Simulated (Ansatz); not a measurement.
A nudged elastic band was laid between two geometries of C₃H₄FNO (10 atoms, charge 0, multiplicity 1).

All numbers below come from UKS PBE0/6-31G* in Ansatz 0.2.0.

```
movable images  : 7
climbing image  : yes
spring          : 5.0 eV/Å²
optimiser       : quadratic models (default)
start path      : through a guess of the saddle point
force threshold : 0.05 eV/Å
iteration limit : 52
end points      : relaxed
```

First end point:

```xyz
10
Properties=species:S:1:pos:R:3
C -0.531 -1.530 0.152
C 0.025 -0.166 0.086
N 1.163 0.348 0.401
C 0.604 1.552 -0.188
F 0.470 2.603 0.626
O -0.672 0.892 -0.435
H 0.191 -2.199 0.623
H -0.762 -1.889 -0.857
H -1.464 -1.527 0.725
H 1.059 1.864 -1.131
```

Last end point:

```xyz
10
Properties=species:S:1:pos:R:3
C -0.449 -1.433 0.067
C -0.121 0.006 0.168
N 0.983 0.691 -0.063
C 0.119 1.875 -0.424
F 0.326 2.867 0.464
O -0.988 0.980 0.172
H 0.424 -2.049 0.297
H -0.794 -1.673 -0.948
H -1.255 -1.678 0.763
H 1.838 0.362 -0.492
```

**Question.** What changes between the two ends?

**Answer.** Bonds broken: C4–H10. Bonds formed: N3–H10.

**Question.** Give the energies along the band, and the barrier.

**Answer.** It converged. The highest image is number 5 of 0 to 8, 76.7 kcal/mol above the first end and 31.1 kcal/mol above the last; the last end lies 45.7 kcal/mol above the first. Neighbouring images differ by up to 1.5 eV, so the band resolves the path poorly. A vibrational analysis at the climbing image gives one clearly imaginary mode, 1526i cm⁻¹: a first-order saddle point. The orbitals were unrestricted but ended closed-shell.

| image | path coordinate (Å) | energy (kcal/mol) | C4–H10 (Å) | N3–H10 (Å) |
| --- | --- | --- | --- | --- |
| 0 | 0.00 | 0.0 | 1.09 | 2.16 |
| 1 | 0.36 | 0.9 | 1.09 | 2.13 |
| 2 | 0.73 | 4.0 | 1.09 | 2.07 |
| 3 | 1.09 | 16.0 | 1.11 | 1.84 |
| 4 | 1.46 | 51.3 | 1.22 | 1.50 |
| 5 | 1.82 | 76.7 | 1.47 | 1.18 |
| 6 | 2.29 | 57.8 | 1.89 | 1.02 |
| 7 | 2.76 | 46.0 | 2.25 | 1.01 |
| 8 | 3.23 | 45.7 | 2.29 | 1.01 |

**Question.** What is the geometry of the highest image?

**Answer.** 
```xyz
10
Properties=species:S:1:pos:R:3
C -0.449 -1.461 0.089
C -0.064 -0.062 0.356
N 1.122 0.573 0.249
C 0.305 1.686 -0.233
F 0.418 2.892 0.309
O -0.870 0.989 0.081
H 0.321 -2.133 0.472
H -0.564 -1.638 -0.991
H -1.402 -1.698 0.572
H 1.267 0.799 -0.900
```

Time of the run: 5.8 min on 2 threads of Intel(R) Xeon(R) Platinum 8223CL CPU @ 3.00GHz (Skylake/Cascade Lake), on a shared host, peak memory 0.33 GiB.
